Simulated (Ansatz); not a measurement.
Worked example: the enthalpy of formation of C4H6O2 (methyl acrylate)

C4H6O2: 12 atoms, total charge 0, spin state singlet. SMILES: `C=CC(=O)OC`. The shape is that of a PBE0-D4/def2-TZVP optimisation. This is one conformer, not always the lowest.

Total energies at HF/6-31G* (spherical functions) (Ansatz 0.2.0); the atoms run unrestricted:

| species | state | energy (Eh) |
| --- | --- | --- |
| C4H6O2 | singlet | -304.678026 |
| C | triplet | -37.680577 |
| O | triplet | -74.783181 |
| H | doublet | -0.498233 |

Harmonic wavenumbers at B3LYP/6-31G*, in cm⁻¹: 98, 130, 200, 222, 340, 474, 531, 669, 819, 874, 995, 1031, 1038, 1089, 1185, 1215, 1241, 1342, 1454, 1493, 1512, 1524, 1713, 1810, 3073, 3146, 3176, 3180, 3210, 3266.

Measured heats of formation of the gaseous atoms at 298.15 K, in kJ/mol: C 716.9, O 249.2, H 218.0. Spin-orbit lowering of the atoms at 298 K (mean of the ground term's levels less their thermal mean, from spectra), in kJ/mol: C 0.02, O 0.40. Take 1 Eh = 2625.50 kJ/mol, 1 cm⁻¹ = 0.0119627 kJ/mol, RT = 2.479 kJ/mol.

**Question.** What heat of formation follows?

**Answer.** 
1. Electronic atomisation energy: 4 × (-37.680577) + 2 × (-74.783181) + 6 × (-0.498233) − (-304.678026) = 1.399958 Eh = 3675.6 kJ/mol.
2. Zero-point energy: half the sum of the wavenumbers, 21025 cm⁻¹ = 251.5 kJ/mol.
3. Thermal vibrational enthalpy, Σ hcν̃/(exp(hcν̃/kT) − 1): 10.0 kJ/mol. Translation, rotation and pV of a non-linear molecule: 4 RT = 9.9 kJ/mol.
4. The 12 free atoms carry 5/2 RT each: 74.4 kJ/mol.
5. Spin-orbit coupling lowers the free atoms by 4 × 0.02 + 2 × 0.40 = 0.9 kJ/mol.
6. Atomisation enthalpy at 298 K: 3675.6 − 0.9 − 251.5 − 10.0 − 9.9 + 74.4 = 3477.7 kJ/mol.
7. Sum of the atoms' heats of formation: 4674.0 kJ/mol. Heat of formation: 4674.0 − 3477.7 = +1196.3 kJ/mol.

No measured value is set beside it here. Hartree–Fock leaves out correlation, which is larger in the molecule than in the atoms, so it underbinds and puts the heat of formation too high. Anharmonicity and any spin-orbit splitting of the molecule are left out.
